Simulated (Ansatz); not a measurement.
# AlSiH2 (doublet): wave-function methods side by side, def2-TZVPP

The task here is to estimate one member of a computed series from the others.

Computed with Ansatz 0.2.0, Gaussian basis. Level: def2-TZVPP, core rule «outside noble gas», up to 10 orbitals frozen.

Plan: UHF; ROHF; CCSD(T) on UHF.

### The system

The geometry is a PBE0/def2-TZVP stationary point (not a proven minimum) of the parent state, kept for this charge and spin.

4 atoms, charge 0, spin multiplicity 2.

Atoms are counted from 1 here; the program's logs count them from 0.

Bond lengths: Si1–Al2 2.337 Å, Si1–H3 1.490 Å, Si1–H4 1.490 Å. Angles: Al2–Si1–H3 125.4°, Al2–Si1–H4 125.4°, H3–Si1–H4 109.2°.

Set-up of the first run:

in.yaml

```yaml
crystal:
  periodic: [false, false, false]
  atoms:
    - {symbol: Si, position_ang: [0.000000, 0.000000, 1.074378]}
    - {symbol: Al, position_ang: [0.000000, 0.000000, -1.263082]}
    - {symbol: H, position_ang: [0.000000, 1.214383, 1.937350]}
    - {symbol: H, position_ang: [0.000000, -1.214383, 1.937350]}
basis:
  gaussian: {orbitals: def2-TZVPP}
magnetization: {spin_polarized: true, initial_magnetization: 1}
hamiltonian: {xc: hf}
output: {orbitals: {seedname: orbitals}}
```

Started as:

```
ansatz run in.yaml --threads 1 --pin off --events-out ev --progress --plain --max-ram 4096MiB --backend cpu
```

Among the steps run: UHF; ROHF; CCSD(T) on UHF.

One table of the session follows, with a row left open; its other results are not shown here.

| method | from UCCSD(T) (kJ/mol) |
| --- | --- |
| ROHF | +550.4 |
| UHF | ? |
| UMP2 | +118.3 |
| UCCSD | +19.6 |
| UCCSD(T) | 0 |

Estimate the missing values for UHF.

**Answer.** from UCCSD(T) (kJ/mol): +534.9. In the column «from UCCSD(T) (kJ/mol)» it lies between UMP2 (+118.3) and ROHF (+550.4).

Limits of these values: Warnings: spin contamination; coupled cluster took another determinant than the lowest.
